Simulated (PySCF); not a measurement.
Compound: nitrosyl fluoride, FNO.
Numbering: `[O:1]=[N:2][F:3]`

Level: wB97X-D/pcSseg-2 in PySCF, non-relativistic, on one gas-phase PBE0-D3(BJ)/def2-TZVP geometry that isn't relaxed in the solvent. The solvent is an IEF-PCM continuum (Bondi radii, 1.10 Å for H, scaled by 1.2). Specific hydrogen bonds and non-electrostatic terms are outside this model.

Gas phase at wB97X-D/pcSseg-2: HOMO -11.77 eV, LUMO -1.36 eV, dipole 1.47 D.

Q: What does the continuum do to the energy, the frontier levels and the dipole at wB97X-D/pcSseg-2 in chloroform?

A: 
```csv
solvent,ε,E(solvent) − E(gas) (kcal/mol),polarisation term (kcal/mol),distortion of the solute (kcal/mol),HOMO (eV),LUMO (eV),dipole (D)
chloroform,4.711,-1.54,-1.71,0.17,-11.68,-1.19,1.72
```

The polarisation term is half the interaction of the solute with the surface charges that it induces; the rest is the cost of distorting the solute's density. The sum is the electrostatic part of solvation alone.

Q: Which radius a makes the point-dipole formula ΔE = −[(ε − 1)/(2ε + 1)]·μ²/a³ give the value in chloroform, with the gas-phase dipole?

A: μ = 0.579 au and |ΔE| = 0.00245 Eh give a = 1.93 Å; the farthest nucleus lies 1.17 Å from the centroid of the nuclei. The formula assumes a rigid point dipole at the centre of a sphere.

wB97X-D is run here without its empirical dispersion term; that term would change no orbital, density or response property at a fixed geometry.
